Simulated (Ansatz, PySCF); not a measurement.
Molecule: CHF2 (charge 0, doublet). It need not be the lowest isomer of its formula. 
Geometry from a B3LYP-D3(BJ)/def2-TZVP (Ansatz, a quantum-chemistry and plane-wave program) optimisation:
```xyz
4

C      0.0374     0.0032     0.5083
F     -0.0384     1.0965    -0.2444
F     -0.0849    -1.0976    -0.2269
H      0.8851    -0.0093     1.1920
```
Charge 0, spin multiplicity 2.

Total electronic energies in hartree. Valence correlation only, unless marked. UHF or UKS for open shells. No spin-orbit coupling. Non-relativistic. CBS marks a two-point X^-3 extrapolation of the correlation energy; Hartree-Fock from the larger set. The bracket is a focal-point correction in the basis named.

| level | program | energy (Eh) |
|---|---|---|
| HF/def2-TZVPD | PySCF | -237.37459 |
| RI-HF/aug-cc-pVTZ | Ansatz | -237.36432 |
| revPBE-D3(BJ)/def2-TZVPD | Ansatz + dftd3 | [?] |
| TPSS-D3(BJ)/def2-TZVPD | PySCF + dftd3 | [?] |
| r2SCANh-D4/def2-TZVPD | Ansatz + dftd4 | [?] |
| RPA@PBE/cc-pVTZ | Ansatz | -238.30370 |
| MP2/cc-pwCVTZ | Ansatz | -238.01541 |
| SCS-MP2/cc-pVTZ | Ansatz | -237.98178 |
| RI-MP2/CBS(aug-cc-pVTZ,aug-cc-pVQZ)+[CCSD(T)-MP2]/aug-cc-pVTZ | Ansatz | -238.1497 |

### Question
Complete the blanks.

### Answer

- revPBE-D3(BJ)/def2-TZVPD, energy (Eh): -238.35394
- TPSS-D3(BJ)/def2-TZVPD, energy (Eh): -238.44984
- r2SCANh-D4/def2-TZVPD, energy (Eh): -238.31085
